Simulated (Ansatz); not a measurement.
Input file:

```yaml
crystal:
  periodic: [false, false, false]
  atoms:
    - {symbol: C, position_ang: [-0.008581, -0.008515, 0.008545]}
    - {symbol: H, position_ang: [0.619456, 0.621496, 0.637767]}
    - {symbol: H, position_ang: [-0.503590, -0.499724, 0.501492]}
    - {symbol: H, position_ang: [-0.635175, 0.619650, -0.623952]}
    - {symbol: H, position_ang: [0.621558, -0.639959, -0.617130]}
basis:
  gaussian: {orbitals: 6-31G}
correlation: {method: fci, electrons: outside_noble_gas}
```

```sh
$ ansatz run in.yaml --threads 1 --pin off --events-out ev --progress --plain --max-ram 2393MiB
```

The program prints:

```
394 factors; integrals over basis functions are off by at most 7.3e-8 eV
mean field evaluation 1: about -1090.9347 eV, gradient 1.9e1 eV
mean field evaluation 2: about -1090.9300 eV, gradient 1.9e1 eV
mean field evaluation 4: about -1091.8155 eV, gradient 1.1e0 eV
mean field evaluation 8: about -1091.8201 eV, gradient 2.6e-7 eV
mean field -1091.82005308 eV, -40.1236468884 hartree, gradient 2.9e-6 eV, S^2 0.000000; 0 other end points of the search recorded, 0 dependent functions left out
1 core orbitals not correlated: weight in the atoms' cores, before any rotation towards them, 1.000 or more for the frozen orbitals, at most 0.000 for the correlated occupied ones
reference -1091.82005308 eV, -40.1236468884 hartree; 4, 4 occupied and 12, 12 virtual orbitals, 394 factors
state -1094.92023046 eV, -40.2375763056 hartree
Total energy: -1094.92023046 eV, -40.2375763056 hartree
```

Ran on 1 thread of Arm Neoverse V1, shared host: 4.6 s wall, 0.21 GiB peak host memory.
